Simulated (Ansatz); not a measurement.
# C3H5NO: harmonic frequencies at the relaxed geometry in Python

At which frequencies does C3H5NO vibrate? A script is to give harmonic frequencies at the relaxed geometry; the system is C3H5NO. SMILES: C1=NCCO1.

Program: Ansatz 0.2.0 through its Python package. Level of theory: CAM-B3LYP/def2-SVP. These are calculated values, not measurements.

**1. Starting point**

Bond lengths: C1–N2 1.243 Å, N2–C3 1.436 Å, C3–C4 1.569 Å, C1–O5 1.331 Å, C4–O5 1.464 Å, C1–H6 1.173 Å, C3–H7 1.119 Å, C3–H8 1.110 Å, C4–H9 1.011 Å, C4–H10 1.107 Å. Angles (14 of 17 angles, heavy atoms first): C1–N2–C3 101.1°, N2–C1–O5 125.1°, N2–C3–C4 108.5°, C3–C4–O5 98.9°, C1–O5–C4 104.1°, N2–C1–H6 125.1°, O5–C1–H6 109.8°, N2–C3–H7 114.1°, N2–C3–H8 113.2°, C4–C3–H7 107.9°, C4–C3–H8 106.4°, C3–C4–H9 115.3°, C3–C4–H10 109.9°, O5–C4–H9 111.7°.

No structure file is read: the coordinates are typed or built in the script.

**2. Script**

Contents of freq_c3h5no.py:

```python
import ansatz as az
from ase import Atoms
from ase.thermochemistry import IdealGasThermo
import numpy as np
from rdkit import Chem
from rdkit.Chem import AllChem

rd = Chem.AddHs(Chem.MolFromSmiles("C1=NCCO1"))
AllChem.EmbedMolecule(rd, randomSeed=568)
AllChem.UFFOptimizeMolecule(rd)
system = az.Crystal.molecule()
for atom, xyz in zip(rd.GetAtoms(), rd.GetConformer().GetPositions()):
    system = system.atom(atom.GetSymbol(), xyz.round(5).tolist())

base = (
    system.calculation()
    .basis(gaussian="def2-SVP")
    .functional("CAM-B3LYP")
)
symbols = [site.symbol for site in system.cartesian_sites]
start = np.array([site.position_ang for site in system.cartesian_sites], dtype=float)
summary = base.relax(force_tolerance=0.003).run(threads=1).report
end = np.array(summary["positions_ang"])

print("bond        before    after (A)")
for i, j in [(0, 1), (0, 4), (0, 5), (1, 2), (2, 3), (2, 6), (2, 7), (3, 4), (3, 8), (3, 9)]:
    d0, d1 = (np.linalg.norm(xyz[i] - xyz[j]) for xyz in (start, end))
    print(f"{symbols[i]}{i}-{symbols[j]}{j}".ljust(10), f"{d0:8.4f} {d1:8.4f}")
for i, j, k in [(1, 0, 4), (1, 0, 5), (4, 0, 5), (0, 1, 2), (1, 2, 3), (1, 2, 6), (1, 2, 7), (3, 2, 6)]:
    u, v = end[i] - end[j], end[k] - end[j]
    print(f"angle {symbols[i]}{i}-{symbols[j]}{j}-{symbols[k]}{k}: {np.degrees(np.arccos(np.clip(u @ v / np.linalg.norm(u) / np.linalg.norm(v), -1, 1))):.2f} deg")

minimum = az.Crystal.molecule()
for symbol, xyz in zip(symbols, end):
    minimum = minimum.atom(symbol, xyz.tolist())
vibrating = (
    minimum.calculation()
    .basis(gaussian="def2-SVP")
    .functional("CAM-B3LYP")
    .phonons(temperatures=(200, 600, 100))
)
vib = vibrating.run(threads=1).report["vibrations"]
sums = vib["harmonic_sums"]
modes = [m["omega_inv_cm"] for m in sums["modes_at_gamma"] if m["rigid_motion"] == "no"]
for number, w in enumerate(modes, start=1):
    print(f"mode {number:2d} {w:9.1f} 1/cm {w / 8065.544 * 1000:8.2f} meV")
print("imaginary modes:", sum(w < 0 for w in modes), " zero-point energy:", round(sums["zero_point_energy_ev"], 4), "eV")
gas = IdealGasThermo(vib_energies=[w / 8065.544 for w in modes if w > 0], geometry="linear" if len(modes) == 3 * len(symbols) - 5 else "nonlinear",
                     atoms=Atoms(symbols, positions=end), symmetrynumber=1, spin=0.0)
print(f"H(298 K) - E = {gas.get_enthalpy(298.15, verbose=False):.4f} eV")
print(f"S(298 K, 1 bar) = {96485.33 * gas.get_entropy(298.15, 1e5, verbose=False):.1f} J/(mol K) with symmetry number 1")
```

**3. What the engine is handed**

The engine receives this input (first run):

```yaml
crystal:
  periodic: [false, false, false]
  atoms:
    - { symbol: C, position_ang: [1.42524, -0.48925, 0.07774] }
    - { symbol: "N", position_ang: [0.44332, -1.28674, -0.15614] }
    - { symbol: C, position_ang: [-0.79749, -0.52501, -0.17045] }
    - { symbol: C, position_ang: [-0.36588, 0.92124, 0.1065] }
    - { symbol: O, position_ang: [1.03966, 0.82454, 0.24448] }
    - { symbol: H, position_ang: [2.45184, -0.82397, 0.13655] }
    - { symbol: H, position_ang: [-1.28351, -0.61314, -1.16574] }
    - { symbol: H, position_ang: [-1.47881, -0.89763, 0.62424] }
    - { symbol: H, position_ang: [-0.61932, 1.58755, -0.74562] }
    - { symbol: H, position_ang: [-0.81506, 1.30241, 1.04844] }
basis:
  gaussian:
    orbitals: def2-SVP
hamiltonian:
  xc: cam_b3lyp
relax:
  f_tol: 0.003
```

**4. The run**

The run is started by

```console
python freq_c3h5no.py
```

Q: Predict the main results. Wanted: moves of the relaxation of run 1; energy gained in run 1; last largest force component of run 1; highest frequency; imaginary modes; zero-point energy.

The runs gave:

| quantity | value |
| --- | --- |
| runs compared | 2 |
| moves of the relaxation of run 1 | 5 |
| energy gained in run 1 | 0.203 eV |
| last largest force component of run 1 | 0.0016 eV/Å |
| highest frequency | 3236 cm⁻¹ |
| imaginary modes | 0 |
| zero-point energy | 2.251 eV |

**Reading.** In CPU time, run 2 (phonons) cost about 6.8 times as much as run 1 (relaxation). Run 1: After 5 moves the largest shift is 0.092 Å, of atom 6 (H). All frequencies are real, so the geometry is a minimum. The values are harmonic; measured fundamentals also hold anharmonic shifts, mostly downward for stretches. The frequencies are harmonic and unscaled, in a modest basis. The result belongs to the one conformer reached from this start, and soft torsions count as harmonic oscillators. The entropy takes a symmetry number of 1; a symmetric molecule's is lower by R ln(sigma).
